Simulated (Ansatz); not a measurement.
in.yaml

```yaml
crystal:
  periodic: [false, false, false]
  atoms:
    - {symbol: Si, position_ang: [0.000000, 0.000000, 0.000000]}
    - {symbol: Si, position_ang: [0.000000, 0.000000, 4.342000]}
basis:
  gaussian: {orbitals: aug-cc-pVTZ}
total_charge: -1
magnetization: {spin_polarized: true, initial_magnetization: 3}
hamiltonian: {xc: {name: wB97M-V}}
output: {orbitals: {seedname: orbitals}}
```

```sh
$ ansatz run in.yaml --threads 2 --pin off --events-out ev --progress --plain --max-ram 24576MiB --backend cuda --devices 0, --max-vram 18GiB
```

Output:

```
  # Of w^i u^j: cxij and so on, Table III.
  gx(w, u) = 1 - cx + cx01*u + cx10*w
  gss(w, u) = css00 + css04*u^4 + css10*w + css20*w^2 + css43*w^4*u^3
  gos(w, u) = cos00 + cos10*w + (cos20 + cos21*u)*w^2 + (cos60 + cos61*u)*w^6
      + integral(e_c_pw_mod_opposite_spin*gos(b97_w_opposite, b97_u_opposite)) + vv10(b, c)
674 factors; their error is unknown
204 factors; integrals over basis functions are off by at most 1.3e-4 eV
mean field evaluation 1: about -15747.7072 eV, gradient 5.9e0 eV
mean field evaluation 2: about -15748.1219 eV, gradient 3.0e0 eV
mean field evaluation 4: about -15748.1847 eV, gradient 1.7e-1 eV
mean field evaluation 8: about -15748.2391 eV, gradient 1.1e-2 eV
mean field evaluation 16: about -15748.2391 eV, gradient 5.3e-5 eV
mean field evaluation 32: about -15749.2452 eV, gradient 2.8e-1 eV
mean field evaluation 64: about -15749.0131 eV, gradient 6.5e-1 eV
mean field evaluation 96: about -15749.0991 eV, gradient 3.2e0 eV
mean field -15749.25090752 eV, -578.7742956255 hartree, gradient 8.8e-6 eV, S^2 4.745070; 13 other end points of the search recorded, 0 dependent functions left out
reference -15749.25094031 eV, -578.7742968307 hartree; 16, 13 occupied and 84, 87 virtual orbitals, 674 factors
Total energy: -15749.25094031 eV, -578.7742968307 hartree
```

Ran on 2 threads of AMD EPYC 7R13 with a shared H100 80 GB, shared host: 12 s wall, 0.86 GiB peak host memory.
